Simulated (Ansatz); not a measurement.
**A ladder of methods for PHF2 (difluorophosphine)**

PHF2 has 4 atoms, charge 0, and is taken as a singlet. SMILES: `FPF`. The coordinates come from a GFN2-xTB relaxation.

| atom | x (Å) | y (Å) | z (Å) |
| --- | --- | --- | --- |
| F | 1.2007 | 0.6039 | -0.2440 |
| P | -0.0208 | -0.4330 | -0.4600 |
| F | -1.1772 | 0.6655 | -0.1956 |
| H | -0.0027 | -0.8363 | 0.8997 |

Each level gives the energy change with the F1–P2 bond stretched from 1.617 to 4.042 Å (eV). The values are calculated.

```json
{"level": "SVWN5/STO-3G (restricted)", "kind": "LDA", "program": "Ansatz", "value (eV)": "5.91", "less FCI/STO-3G": "+3.14", "CPU time (all runs)": "1.5 s"}
{"level": "revPBE/STO-3G (restricted)", "kind": "GGA", "program": "Ansatz", "value (eV)": "5.17", "less FCI/STO-3G": "+2.40", "CPU time (all runs)": "2.5 s"}
{"level": "PBE0/STO-3G (restricted)", "kind": "global hybrid", "program": "Ansatz", "value (eV)": "6.58", "less FCI/STO-3G": "+3.81", "CPU time (all runs)": "2.8 s"}
{"level": "wB97M-V/STO-3G (restricted)", "kind": "range-separated hybrid", "program": "Ansatz", "value (eV)": "7.70", "less FCI/STO-3G": "+4.93", "CPU time (all runs)": "43 s"}
{"level": "MP2/STO-3G (restricted)", "kind": "perturbation theory", "program": "Ansatz", "value (eV)": "1.62", "less FCI/STO-3G": "-1.15", "CPU time (all runs)": "0.4 s"}
{"level": "CCSD(T)/STO-3G (restricted)", "kind": "coupled cluster or CI", "program": "Ansatz", "value (eV)": "2.57", "less FCI/STO-3G": "-0.20", "CPU time (all runs)": "0.76 s"}
{"level": "CCSD/STO-3G (restricted)", "kind": "coupled cluster or CI", "program": "Ansatz", "value (eV)": "2.91", "less FCI/STO-3G": "+0.14", "CPU time (all runs)": "0.75 s"}
{"level": "CCSDT/STO-3G (restricted)", "kind": "coupled cluster or CI", "program": "Ansatz", "value (eV)": "2.79", "less FCI/STO-3G": "+0.02", "CPU time (all runs)": "1.9 s"}
{"level": "FCI/STO-3G", "kind": "exact in the basis", "program": "Ansatz", "value (eV)": "2.77", "less FCI/STO-3G": "0.00", "CPU time (all runs)": "1.4 s"}
```

FCI/STO-3G is exact within its basis and frozen core, so for wave-function methods in that basis the difference is their error; functionals converge differently with the basis, so for them it is only a difference. The first shape isn't each level's own minimum. The values span 1.62 to 7.70 eV. All rows use very small basis sets, so none should be taken for the real molecule's value. In so small a basis fixed costs decide the times, and correlated methods can beat functionals. Times are those of the runs behind each value, whatever else they computed, on shared processors of several kinds: orders of magnitude only.
